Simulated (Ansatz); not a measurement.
Coupled-cluster diagnostics for AlMe2H (C2H7Al), Ansatz.

Geometry of the singlet (r2SCAN-D4/def2-TZVP):

```xyz
10

Al   -0.261   -0.613    0.369
C     0.783    0.736    1.321
C    -0.634   -0.377   -1.535
H     0.265    1.702    1.317
H     1.745    0.913    0.827
H     0.988    0.480    2.363
H     0.295   -0.410   -2.117
H    -1.075    0.605   -1.736
H    -1.303   -1.135   -1.949
H    -0.803   -1.901    1.139
```

Correlated methods freeze 7 core orbitals.

(1) Estimate the CCSD(T) correlation energy, the shares of MP2 and (T), T1 and the reference's ⟨S²⟩ for: charge 0, singlet, own geometry in def2-TZVPP; and the rough time on 2 threads of Arm Neoverse V1 on a shared host.

Results:

(1) 
| state | basis | correlation (eV) | MP2 share (%) | (T) share (%) | T1 | ⟨S²⟩ (pure) | wall time |
| --- | --- | --- | --- | --- | --- | --- | --- |
| charge 0, singlet, own geometry | def2-TZVPP | -13.761 | 88.3 | 3.4 | 0.009 | 0.00 (0.00) | 44 s |
Customary marks for T1 are 0.02 (closed shells), 0.045 (open shells) and about 0.05 (3d metals). T1 stays under 0.02 throughout.
